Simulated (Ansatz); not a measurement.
This geometry of H2N + H2O (6 atoms, charge 0, multiplicity 2) is a first-order saddle point.

These are results of UKS B3LYP-D4/def2-SVPD (Ansatz 0.2.0), not measurements.

```xyz
6
Properties=species:S:1:pos:R:3
H -0.279 -0.369 -0.347
O 0.442 -1.377 -0.037
N -0.656 0.700 -0.142
H 1.371 -1.100 -0.037
H 0.096 1.382 -0.263
H -0.975 0.763 0.827
```

Question: Which two structures does it join? (They come from a converged band through this point; their orientation in space is the band's.)

Answer: Bonds broken: H1–O2. Bonds formed: H1–N3. H2N + H2O becomes H3N + HO.

Image 0:

```xyz
6
Properties=species:S:1:pos:R:3
H 0.297 -0.739 0.008
O 0.606 -1.663 0.046
N -0.545 1.018 0.082
H 1.426 -1.682 -0.459
H -0.312 1.978 -0.202
H -1.472 1.087 0.525
```

Image 8:

```xyz
6
Properties=species:S:1:pos:R:3
H -0.827 0.055 -0.805
O 0.520 -1.366 0.240
N -0.643 0.753 -0.093
H 1.421 -1.039 0.068
H 0.229 1.245 -0.247
H -0.701 0.351 0.837
```

Question: How far does it lie above each of them?

Answer: 47.4 kJ/mol above the first and 8.8 kJ/mol above the second. This is the barrier of this one path; another mechanism may lie lower.

Run time: 2.7 min on 2 threads of Arm Neoverse N1 (shared host), peak memory 0.14 GiB.
